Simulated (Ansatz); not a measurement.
Saddle point of BSiH6Cl, singlet (BSiH₆Cl ([SiH3][BH2][ClH]) → BSiH₆Cl ([Cl][BH2]1[H][SiH3]1); bonds formed: B1–H5, Si2–H5; dative contacts that become bonds: B1–Cl6; bonds broken: H5–Cl6; bonds weakened to dative contacts: B1–Si2), PBE0-D4/def2-TZVP structure:

B1  (-0.986, -0.207, 0.099)
Si2  (1.048, -0.418, -0.137)
H3  (-1.604, -0.440, -0.892)
H4  (-1.373, -0.530, 1.178)
H5  (-0.281, 1.268, 0.094)
Cl6  (-1.410, 2.027, 0.245)
H7  (1.123, -1.906, -0.171)
H8  (1.603, 0.124, -1.406)
H9  (1.881, 0.082, 0.990)
(Å)

Energies are electronic, without zero-point energy. Barriers and step energies count from the start structure reached by relaxing down the imaginary mode; all methods use the PBE0-D4 structures, on which another method's saddle can fall below an end. Program: Ansatz 0.2.0. Basis: def2-TZVPP, with def2-QZVPP for the basis limit. Cores are frozen in the correlated methods. B3LYP uses VWN-RPA correlation. Extrapolation: Hartree–Fock as exp(−7.88 √X), correlation as X^−2.97.

```json
{"method": "SPW92", "barrier (kJ/mol)": "18.5", "step energy (kJ/mol)": "-110.2"}
{"method": "PBE-D4", "barrier (kJ/mol)": "22.5", "step energy (kJ/mol)": "-101.0"}
{"method": "BLYP-D4", "barrier (kJ/mol)": "28.9", "step energy (kJ/mol)": "-92.2"}
{"method": "r2SCAN-D4", "barrier (kJ/mol)": "?", "step energy (kJ/mol)": "-105.0"}
{"method": "B97M-V", "barrier (kJ/mol)": "36.6", "step energy (kJ/mol)": "-96.7"}
{"method": "PBE0-D4", "barrier (kJ/mol)": "32.1", "step energy (kJ/mol)": "-102.4"}
{"method": "B3LYP-D4", "barrier (kJ/mol)": "36.2", "step energy (kJ/mol)": "-94.8"}
{"method": "r2SCAN0-D4", "barrier (kJ/mol)": "34.4", "step energy (kJ/mol)": "-105.6"}
{"method": "BHLYP-D4", "barrier (kJ/mol)": "47.6", "step energy (kJ/mol)": "-95.4"}
{"method": "CAM-B3LYP-D4", "barrier (kJ/mol)": "42.0", "step energy (kJ/mol)": "-96.4"}
{"method": "wB97X-V", "barrier (kJ/mol)": "43.4", "step energy (kJ/mol)": "-97.3"}
{"method": "wB97M-V", "barrier (kJ/mol)": "41.5", "step energy (kJ/mol)": "-99.8"}
{"method": "B2PLYP", "barrier (kJ/mol)": "38.9", "step energy (kJ/mol)": "-97.5"}
{"method": "PBE-QIDH", "barrier (kJ/mol)": "?", "step energy (kJ/mol)": "-104.4"}
{"method": "RPA on PBE", "barrier (kJ/mol)": "?", "step energy (kJ/mol)": "-89.1"}
{"method": "HF", "barrier (kJ/mol)": "65.2", "step energy (kJ/mol)": "-84.6"}
{"method": "MP2", "barrier (kJ/mol)": "40.3", "step energy (kJ/mol)": "-103.8"}
{"method": "CCSD", "barrier (kJ/mol)": "47.4", "step energy (kJ/mol)": "-93.4"}
{"method": "CCSD(T)", "barrier (kJ/mol)": "42.5", "step energy (kJ/mol)": "-94.7"}
```

Problem. Fill in the withheld barriers. (An estimate is asked for; the value comes from the calculation.)

Solution. Computed: r2SCAN-D4 26.9; RPA on PBE 43.0; PBE-QIDH 39.4 kJ/mol. Each is the energy of the saddle less that of the start structure, by the same method.

For comparison, the barrier by CCSD(T) at an estimated basis limit (MP2 extrapolated from triple and quadruple zeta, plus CCSD(T) − MP2 in triple zeta) is 42.3 kJ/mol.

The T1 diagnostic stays at or below 0.013.

Labels in which every atom is bracketed show which atoms are joined, not bond orders.

For scale, one of the runs: CCSD(T)/def2-TZVPP, 199 basis functions, launched by `ansatz run in.yaml --threads 2 --pin off --events-out ev --progress --plain --max-ram 4352MiB`. Time: 42 s of wall clock on 2 CPU threads of an Arm Neoverse V2; the host was shared. Peak host memory: 2.2 GiB.
